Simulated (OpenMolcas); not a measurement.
# One shape, several levels: SiH3F (SMILES F[SiH3])

Wanted: a comparison of 6 runs (B3LYP/STO-3G, M06-2X/STO-3G, PBE0/STO-3G, r2SCAN/STO-3G, MP2/STO-3G, ACPF/STO-3G) of SiH3F. 

Program for the calculation: OpenMolcas 26.06.

1 further run of the same task is left out (for a known fault of the program).

## 1. The molecule

SiH3F has 5 atoms, charge 0, and is taken as a singlet. SMILES: `F[SiH3]`. The coordinates come from a PBE0-D4/def2-TZVP relaxation.

Bond lengths: F1–Si2 1.600 Å, Si2–H3 1.482 Å, Si2–H4 1.482 Å, Si2–H5 1.482 Å. Angles: F1–Si2–H3 108.3°, F1–Si2–H4 108.3°, F1–Si2–H5 108.3°, H3–Si2–H4 110.6°, H3–Si2–H5 110.6°, H4–Si2–H5 110.6°.

## 2. The energy at B3LYP/STO-3G (run 1)

File geom.xyz:

```xyz
5

F     -1.274600     0.162800     0.858000
Si     0.043300    -0.019300    -0.030700
H     -0.367800    -0.192600    -1.443700
H      0.768600    -1.217900     0.451600
H      0.880500     1.193400     0.123400
```

File mol.inp:

```
* FH3Si Kohn-Sham DFT

&GATEWAY
  BasLib=$CurrDir
  Coord=geom.xyz
  Basis=STO-3G
  Group=NoSym

&SEWARD
  GridInput
  Grid=UltraFine
  End of Grid

&SCF
  KSDFT=B3LYP
  Thresholds=1e-10 1e-07 1e-07 1e-05
  PrOrbitals=1 1
```

The basis set STO-3G is read from a file made from the Basis Set Exchange's data (not shown).

On the command line:

```sh
$ export MOLCAS_MEM=1860
$ pymolcas mol.inp > mol.log
```

What it wrote:

```text
--- Start Module: gateway ---
[...]
--- Stop Module: gateway /rc=_RC_ALL_IS_WELL_ ---
--- Start Module: seward ---
[...]
      Basis functions           17
--- Stop Module: seward /rc=_RC_ALL_IS_WELL_ ---
--- Start Module: scf ---
[...]
       Convergence after  11 Iterations
[...]
::    Total KS-DFT energy                            -386.3214829317
[...]
      Total spin, S                                     0.0000000000
[...]
      Total electronic charge=   26.000000
      Total            charge=   -0.000000
[...]
      Dipole Moment (debye):
      Origin of the operator (angstrom)=   -0.4343    0.0467    0.2913
                   X=  4.8392E-01               Y= -6.6735E-02               Z= -3.2614E-01           Total=  5.8736E-01
      Quadrupole Moment (debye*angstrom):
[...]
--- Stop Module: scf /rc=_RC_ALL_IS_WELL_ ---
[...]
```

It took 5.1 s on 1 thread of AMD EPYC 7R43 (Zen 3), shared host; peak memory 0.37 GiB.

## 3. The energy at M06-2X/STO-3G (run 2)

geom.xyz is that of step 2.

File mol.input:

```
* FH3Si Kohn-Sham DFT

&GATEWAY
 BasLib=$CurrDir
 Coord=geom.xyz
 Basis=STO-3G
 Group=NoSym

&SEWARD
 GridInput
 Grid=UltraFine
 End of Grid

&SCF
 KSDFT=M062X
 Thresholds=1e-10 1e-07 1e-07 1e-05
 PrOrbitals=1 1
```

The basis set STO-3G is read from a file made from the Basis Set Exchange's data (not shown).

On the command line:

```sh
$ export MOLCAS_MEM=1860
$ pymolcas mol.input > mol.log
```

What it wrote:

```text
--- Start Module: gateway ---
[...]
--- Stop Module: gateway /rc=_RC_ALL_IS_WELL_ ---
--- Start Module: seward ---
[...]
      Basis functions           17
--- Stop Module: seward /rc=_RC_ALL_IS_WELL_ ---
--- Start Module: scf ---
[...]
       Convergence after  11 Iterations
[...]
::    Total KS-DFT energy                            -386.3289658748
[...]
      Total spin, S                                     0.0000000000
[...]
      Total electronic charge=   26.000000
      Total            charge=   -0.000000
[...]
      Dipole Moment (debye):
      Origin of the operator (angstrom)=   -0.4343    0.0467    0.2913
                   X=  5.4901E-01               Y= -7.5779E-02               Z= -3.6998E-01           Total=  6.6637E-01
      Quadrupole Moment (debye*angstrom):
[...]
--- Stop Module: scf /rc=_RC_ALL_IS_WELL_ ---
[...]
```

Wall time 5.4 s (1 thread of AMD EPYC 7R43 (Zen 3), shared host); peak memory 0.37 GiB.

Run 3 isn't shown in full; the table further down has it.

## 4. A single-point energy at r2SCAN/STO-3G (run 4)

geom.xyz is that of step 3.

File mol.inp:

```
&GATEWAY
  BasLib
  $CurrDir
  Coord
  geom.xyz
  Basis
  STO-3G
  Group
  NoSym

&SEWARD
  GridInput
  Grid=UltraFine
  End of Grid

&SCF
  KSDFT
  2
  1.0 MGGA_X_R2SCAN
  1.0 MGGA_C_R2SCAN
  Thresholds
  1e-10 1e-07 1e-07 1e-05
  PrOrbitals
  1 1
```

The basis set STO-3G is read from a file made from the Basis Set Exchange's data (not shown).

On the command line:

```sh
$ export MOLCAS_MEM=1860
$ pymolcas mol.inp > mol.log
```

What it wrote:

```text
--- Start Module: gateway ---
[...]
--- Stop Module: gateway /rc=_RC_ALL_IS_WELL_ ---
--- Start Module: seward ---
[...]
      Basis functions           17
--- Stop Module: seward /rc=_RC_ALL_IS_WELL_ ---
--- Start Module: scf ---
[...]
       Convergence after  10 Iterations
[...]
::    Total KS-DFT energy                            -386.2730564015
[...]
      Total spin, S                                     0.0000000000
[...]
      Total electronic charge=   26.000000
      Total            charge=   -0.000000
[...]
      Dipole Moment (debye):
      Origin of the operator (angstrom)=   -0.4343    0.0467    0.2913
                   X=  4.6048E-01               Y= -6.3494E-02               Z= -3.1033E-01           Total=  5.5891E-01
      Quadrupole Moment (debye*angstrom):
[...]
--- Stop Module: scf /rc=_RC_ALL_IS_WELL_ ---
[...]
```

Run time: 5.1 s. Hardware: 1 thread of AMD EPYC 7R43 (Zen 3), shared host; peak memory 0.37 GiB.

Run 5 isn't shown in full; the table further down has it.

## 5. The energy at ACPF/STO-3G (run 6)

geom.xyz is that of step 4.

File mol.inp:

```
&gateway
baslib=$CurrDir
coord=geom.xyz
basis=STO-3G
group=NoSym
&seward
&scf
thresholds=1e-10 1e-07 1e-07 1e-05
prorbitals=1 1
&motra
frozen=6
&guga
electrons=14
spin=1
inactive=7
active=0
ciall=1
&cpf
acpf
```

The basis set STO-3G is read from a file made from the Basis Set Exchange's data (not shown).

On the command line:

```sh
$ export MOLCAS_MEM=1860
$ pymolcas mol.inp > mol.log
```

What it wrote:

```text
--- Start Module: gateway ---
[...]
--- Stop Module: gateway /rc=_RC_ALL_IS_WELL_ ---
[...]
      Basis functions           17
[...]
       Convergence after   8 Iterations
[...]
::    Total SCF energy                               -385.3854738885
[...]
      Total spin, S                                     0.0000000000
[...]
      *** WARNING: Default frozen orbitals is overwritten by user input.
      *** Default values:   3
[...]
--- Start Module: guga ---
[...]
--- Stop Module: guga /rc=_RC_ALL_IS_WELL_ ---
--- Start Module: cpf ---
[...]
      Active orbitals                            0       0
[...]
      Spin quantum number                      0.0
[...]
     FINAL ACPF ENERGY        -385.46501543
     FINAL CORRELATION ENERGY   -0.07954154  REFERENCE ENERGY    -385.38547389
[...]
      Title:  ACPF natural orbitals
[...]
      Total electronic charge=   26.000000
      Total            charge=    0.000000
[...]
      Dipole Moment (debye):
      Origin of the operator (angstrom)=   -0.4343    0.0467    0.2913
                   X=  5.5622E-01               Y= -7.6725E-02               Z= -3.7492E-01           Total=  6.7516E-01
      Quadrupole Moment (debye*angstrom):
[...]
--- Stop Module: cpf /rc=_RC_ALL_IS_WELL_ ---
[...]
```

It took 2.1 s on 1 thread of AMD EPYC 7R43 (Zen 3), shared host; peak memory 0.36 GiB.

## 6. All runs side by side

| run | level | integration grid | frozen core orbitals | energy (Eh) | dipole moment (D) of the reference | HOMO energy (eV) | LUMO energy (eV) | wall time |
| --- | --- | --- | --- | --- | --- | --- | --- | --- |
| 1 | B3LYP/STO-3G | UltraFine | – | -386.321483 | 0.59 | -4.93 | 7.74 | 5.1 s |
| 2 | M06-2X/STO-3G | UltraFine | – | -386.328966 | 0.67 | -7.35 | 9.28 | 5.4 s |
| 3 | PBE0/STO-3G | UltraFine | – | -386.118353 | 0.67 | -5.24 | 8.15 | 4.5 s |
| 4 | r2SCAN/STO-3G | UltraFine | – | -386.273056 | 0.56 | -3.70 | 7.14 | 5.1 s |
| 5 | MP2/STO-3G | – | 6 | -385.441355 | 1.04 | -10.43 | 13.48 | 2 s |
| 6 | ACPF/STO-3G | – | 6 | -385.465015 | 1.04 | -10.43 | 13.48 | 2.1 s |

## 7. Summary of results

```
                                          quantity          value
                               run 6: total energy  -385.46502 Eh
         run 6: dipole moment (mean-field density)         1.04 D
        run 6: HOMO energy (Hartree–Fock orbitals)      -10.43 eV
        run 6: LUMO energy (Hartree–Fock orbitals)       13.48 eV
      run 6: HOMO–LUMO gap (Hartree–Fock orbitals)       23.91 eV
run 6: correlation energy (6 core orbitals frozen)      -79.5 mEh
```

In words: Over runs 1, 2, 3, 4 the dipole moment (its size) runs from 0.56 D (r2SCAN/STO-3G) to 0.67 D (PBE0/STO-3G). Over runs 1, 2, 3, 4 the HOMO–LUMO gap runs from 10.84 eV (r2SCAN/STO-3G) to 16.64 eV (M06-2X/STO-3G). Totals of different functionals can't be ranked against each other. In runs 1, 2, 3, 4, 5, 6 the basis is minimal, so the values are rough. All runs together took 24 s, the longest 5.4 s.
